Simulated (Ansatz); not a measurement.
**BH3 (singlet): wave-function methods side by side at distance B1–H2 = 1.335 Å, cc-pVDZ**

One table from this session's results is given with a row withheld; the runs are named, their logs left out.

Method: cc-pVDZ, core rule «outside noble gas», up to 1 orbitals frozen; program: Ansatz 0.2.0, Gaussian basis.

Plan: UHF; CCSD(T) on RHF; BCCD(T) on RHF; CISD; CCSDT(Q) on RHF; CCSDTQ on RHF; CASSCF and MRCISD+Q, 2 electrons in 2 orbitals; CASSCF and NEVPT2, 2 electrons in 2 orbitals; CASSCF and MRCISD+Q, 6 electrons in 7 orbitals; CASSCF and NEVPT2, 6 electrons in 7 orbitals; Full CI.

18 further runs of the same task are left out: 4 for a known fault of the program, 10 that didn't finish, 4 set aside as unsound or not needed.

## What is computed

The geometry derives from a PBE0/def2-TZVP stationary point (not a proven minimum). One bond is set to the value named and the two fragments are kept rigid.

4 atoms, charge 0, spin multiplicity 1.

Atoms are counted from 1 here; the program's logs count them from 0.

Bond lengths: B1–H2 1.335 Å, B1–H3 1.193 Å, B1–H4 1.193 Å. Angles: H2–B1–H3 120.0°, H2–B1–H4 120.0°, H3–B1–H4 120.0°.

As a file:

```
atom    x (Å)    y (Å)    z (Å)
  B1  -0.0103  -0.0001   0.0000
  H2   1.3246   0.0162  -0.0003
  H3  -0.6196   1.0261  -0.0028
  H4  -0.5944  -1.0409   0.0031
```

Set-up of the first run:

File in.yaml:

```yaml
crystal:
  periodic: [false, false, false]
  atoms:
    - {symbol: B, position_ang: [-0.010311, -0.000126, 0.000002]}
    - {symbol: H, position_ang: [1.324590, 0.016158, -0.000286]}
    - {symbol: H, position_ang: [-0.619606, 1.026086, -0.002835]}
    - {symbol: H, position_ang: [-0.594391, -1.040895, 0.003097]}
basis:
  gaussian: {orbitals: cc-pVDZ}
magnetization: {spin_polarized: true, initial_magnetization: 0}
hamiltonian: {xc: hf}
output: {orbitals: {seedname: orbitals}}
```

On the command line:

```
$ ansatz run in.yaml --threads 1 --pin off --events-out ev --progress --plain --max-ram 2393MiB
```

Among the steps run: UHF; CCSD(T) on RHF; BCCD(T) on RHF; CISD; CCSDT(Q) on RHF; CCSDTQ on RHF; CASSCF and MRCISD+Q, 2 electrons in 2 orbitals; CASSCF and NEVPT2, 2 electrons in 2 orbitals; CASSCF and MRCISD+Q, 6 electrons in 7 orbitals; CASSCF and NEVPT2, 6 electrons in 7 orbitals; Full CI.

One of the session's tables, all rows but one given; the rest of the session is left out.

| method | from FCI (meV) |
| --- | --- |
| RHF | +3250.7 |
| RMP2 | +725.4 |
| CISD | +157.0 |
| RCCSD | +56.1 |
| RCCSD(T) | +11.8 |
| BCCD(T) | +11.8 |
| RCCSDT | +1.2 |
| RCCSDT(Q) | +0.2 |
| RCCSDTQ | 0.0 |
| CASSCF pair | +2809.9 |
| NEVPT2 pair | +698.5 |
| MRCISD pair | +117.0 |
| MRCISD+Q pair | -17.6 |
| CASSCF valence | +1850.9 |
| NEVPT2 valence | ? |
| MRCISD valence | +57.6 |
| MRCISD+Q valence | -0.1 |
| FCI | 0 |

**Question.** Estimate the row for NEVPT2 valence.

As computed: from FCI (meV): +554.7. In the column «from FCI (meV)» it lies between CISD (+157.0) and NEVPT2 pair (+698.5).

Caveats from the session: MRCISD+Q pair falls below full CI: the +Q correction isn't variational, and the cores differ from full CI's.
